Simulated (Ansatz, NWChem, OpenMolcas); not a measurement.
# How methods differ on AlH2O (SMILES [O][AlH2])

The species is AlH2O (4 atoms), meant as a doublet with charge 0. SMILES: `[O][AlH2]`. The coordinates come from a PBE0-D4/def2-TZVP relaxation.

Each level gives the vertical ionisation energy (to the singlet cation) (eV). The values are calculated.

```json
{"level": "ROHF/def2-TZVPP", "kind": "Hartree–Fock", "program": "OpenMolcas", "value (eV)": "13.09"}
{"level": "USVWN5/def2-TZVPP", "kind": "LDA", "program": "OpenMolcas", "value (eV)": "16.17"}
{"level": "U-revPBE/def2-TZVPP", "kind": "GGA", "program": "OpenMolcas", "value (eV)": "11.65"}
{"level": "UTPSS/def2-TZVPP", "kind": "meta-GGA", "program": "OpenMolcas", "value (eV)": "11.92"}
{"level": "UM06-2X/def2-TZVPP", "kind": "hybrid meta-GGA", "program": "OpenMolcas", "value (eV)": "12.78"}
{"level": "UMP2/def2-TZVPP", "kind": "perturbation theory", "program": "NWChem", "value (eV)": "13.52"}
{"level": "CASSCF(11,10)/def2-TZVPP", "kind": "multireference", "program": "OpenMolcas", "value (eV)": "11.20"}
{"level": "FCI/STO-3G", "kind": "exact in the basis", "program": "Ansatz", "value (eV)": "7.78"}
```

The values span 7.78 to 16.17 eV. High-level rows in very small sets aren't better than simpler rows in larger ones.
